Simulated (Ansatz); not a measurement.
# How well does each level of theory give the lattice parameter c of hcp Sc?

Reference value: 5.268 Å (measured, 293 K, no zero-point or thermal correction; as tabulated in Wikipedia's data pages).

```
level (code)           value (Å)  difference (%)
---------------------  ---------  --------------
LDA (Ansatz)               4.988           -5.32
PBE (Ansatz)               5.165           -1.96
rVV10 (Ansatz)             5.141           -2.41
r²SCAN (Ansatz)            5.192           -1.44
HSE06-D3(BJ) (Ansatz)      5.096           -3.26
```

Of the ranked levels r²SCAN (-1.44 %) comes nearest. Farthest off among them: LDA (-5.32 %). All 5 levels lie below the reference. A very large miss is first of all the level's own, though another phase or state, or a fault of the measured value, is possible (LDA).

The reference isn't brought to a static lattice, while the calculations are for one, so the differences are not the levels' errors alone. The crystal itself was run without spin with LDA, PBE, rVV10, r²SCAN, HSE06-D3(BJ); a magnetic state was not tried in these runs. Cutoffs and k meshes differ between the levels. Ansatz's density-functional and Hartree–Fock values are scalar-relativistic unless marked +SOC, with PAW data made under PBE.

Differences are worked out from the printed values.

Ansatz is a program for electronic structure.
